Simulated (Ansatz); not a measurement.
# Which is lower?

Two relaxed structures of CHOS (charge -1), closed shell (PBE0-D4/def2-TZVPD; forces vanish, vibrations not checked).

A:

O1  (-0.705, 0.148, 1.045)
C2  (-0.180, -0.039, -0.084)
S3  (-1.461, 1.694, 1.585)
H4  (-0.264, 0.909, -0.686)
(Å)

B:

```xyz
4
angstrom
O -0.9061 0.4789 0.8369
C -0.0914 0.0852 0.0093
S 1.0920 -1.1439 0.1466
H -0.0946 0.5798 -0.9928
```

Computed with Ansatz 0.2.0 (basis: def2-TZVPPD); correlated methods freeze the cores. B3LYP uses VWN-RPA correlation.

**Question.** Which structure is lower at CCSD(T), and by how much? (To be estimated.)

**Answer.** Computed: B, by 344.7 kJ/mol (electronic energy, against the other). By their contacts, A is CHOS ([CH][O][S]), total charge -1 and B is CHOS ([O][CH][S]), total charge -1.

All methods give the same order:

```csv
method,E(B) − E(A) (kJ/mol)
PBE-D4,-346.5
r2SCAN-D4,-359.7
PBE0-D4,-361.1
B3LYP-D4,-343.3
wB97M-V,-342.5
HF,-340.3
MP2,-379.1
CCSD,-344.0
CCSD(T),-344.7
```

The T1 diagnostic stays at or below 0.028. The restricted Hartree–Fock reference is unstable towards an unrestricted one at one or more of these structures.

Labels in which every atom is bracketed show which atoms are joined, not bond orders.

For scale, one of the runs: CCSD(T)/def2-TZVPPD, 145 basis functions, launched by `ansatz run in.yaml --threads 2 --pin off --events-out ev --progress --plain --max-ram 4352MiB`. Time: 13 s of wall clock on 2 CPU threads of an Arm Neoverse V2; the host was shared. Peak host memory: 0.87 GiB.
